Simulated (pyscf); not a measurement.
Four-centre exchange: H₃Ge–SnH₃ + hydrogen chloride (HCl) -> Cl–GeH₂–SnH₃ + hydrogen (H₂)

Gas phase, singlet surface, charge 0. Bonds broken: Ge2–H6, Cl9–H10. Bonds formed: Ge2–Cl9, H6–H10. PySCF, gas phase, ωB97X-D3(BJ)/def2-SVP geometries.

Transition state (Å):

```xyz
10

Sn    -1.3468    -1.2916    -0.3884
Ge    -0.6640     1.0102     0.5195
H     -0.0306    -1.8900    -1.2735
H     -2.7869    -1.1152    -1.2599
H     -1.6124    -2.3239     0.9649
H      1.0096     1.5398    -0.1403
H      0.1888     1.0500     1.8217
H     -1.5387     2.2601     0.5388
Cl    -0.7347     1.2635    -2.1997
H      0.6031     1.4946    -0.8876
```

One imaginary mode, 752i cm⁻¹; descent along it reached the two sides named.

```json
[
 {"bond": "Ge2–H6", "change": "breaks", "reactant side (Å)": "1.539", "saddle": "1.875", "product side": "3.8"},
 {"bond": "Cl9–H10", "change": "breaks", "reactant side (Å)": "1.284", "saddle": "1.888", "product side": "2.9"},
 {"bond": "Ge2–Cl9", "change": "forms", "reactant side (Å)": "3.6", "saddle": "2.7", "product side": "2.180"},
 {"bond": "H6–H10", "change": "forms", "reactant side (Å)": "2.8", "saddle": "0.852", "product side": "0.761"}
]
```

Electronic energies relative to the separated reactants (kcal/mol):

```tsv
level	barrier	reaction energy	reverse barrier
ωB97X-D3(BJ)/def2-TZVP	34.3	-14.6	48.9
PBE/def2-TZVP	32.0	-11.6	43.6
r²SCAN/def2-TZVP	33.5	-12.8	46.3
B3LYP-D3(BJ)/def2-TZVP	33.7	-13.1	46.8
PBE0-D3(BJ)/def2-TZVP	33.4	-12.1	45.5
M06-2X/def2-TZVP	31.6	-16.1	47.7
ωB97M-D3(BJ)/def2-TZVP	36.7	-11.4	48.2
HF/def2-TZVP	49.3	-10.6	59.9
```

With ωB97M-D3(BJ)/def2-TZVP energies and thermal terms (ideal gas, 1 atm, RRHO with modes under 100 cm⁻¹ raised to 100, one conformer, R ln 2 for chiral ones without a mode under 150 cm⁻¹), in kcal/mol:

```tsv
T (K)	ΔH‡	ΔG‡	ΔH	ΔG
298	36.6	46.4	-12.4	-11.3
600	36.6	56.4	-11.7	-10.4
900	36.9	66.2	-11.2	-9.8
1200	37.3	75.9	-11.0	-9.3
```

At the saddle there is also a short Ge–H contact that neither side keeps. The same reactants have a lower exit, to Cl–SnH₂–GeH₃ + H₂ (barrier +30.2 kcal/mol at ωB97M-D3(BJ)/def2-TZVP, against +36.7 kcal/mol here). Cl–GeH₂–SnH₃ lies 5.2 kcal/mol over its isomer Cl–SnH₂–GeH₃ (electronic energy, ωB97M-D3(BJ)/def2-TZVP). This is the saddle that the search found; another between the same sides may lie lower. Elements up to Kr have no core potential and no relativistic terms here. Elements past Kr carry the def2 core potentials, without spin-orbit coupling.
